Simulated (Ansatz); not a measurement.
CH$_{3}$F$_{2}$NS (`NC(F)(F)S`). The species carries charge 0 and has multiplicity 1.

```xyz
8

N     0.355    1.071    0.590
C    -0.301    0.084   -0.165
F    -1.550   -0.075    0.321
F    -0.423    0.519   -1.437
S     0.562   -1.528   -0.156
H     0.412    0.817    1.566
H     1.273    1.273    0.220
H    -0.328   -2.161   -0.940
```

**Question.** What are the harmonic wavenumbers in cm⁻¹ at PBE0-D4/def2-TZVP (Ansatz, finite differences of forces, unscaled)? (Estimate.)

**Answer.** Ansatz gave: 147, 291, 295, 362, 436, 504, 522, 712, 800, 876, 1012, 1046, 1280, 1313, 1640, 2707, 3566, 3660.

**Question.** Is this a minimum?

**Answer.** Yes, all 18 modes are real.

**Question.** Give the ideal-gas thermochemistry at 298.15 K and 1 bar (rigid rotor, harmonic oscillator; point group Cs, symmetry number 1).

**Answer.** Zero-point energy 126.6 kJ/mol; H(298) − E = 144.1 kJ/mol; entropy 316.3 J/(mol·K), of which translation 166.2, rotation 109.5, vibration 40.6; G(298) − E = 49.8 kJ/mol.

**Question.** And at 400, 500, 600, 800 and 1000 K?

**Answer.** 
```tsv
T (K)	H − E (kJ/mol)	S (J/mol/K)	G − E (kJ/mol)
400	154.2	345.3	16.1
500	165.5	370.4	-19.7
600	177.8	392.9	-57.9
800	204.7	431.5	-140.4
1000	233.8	463.8	-230.1
```
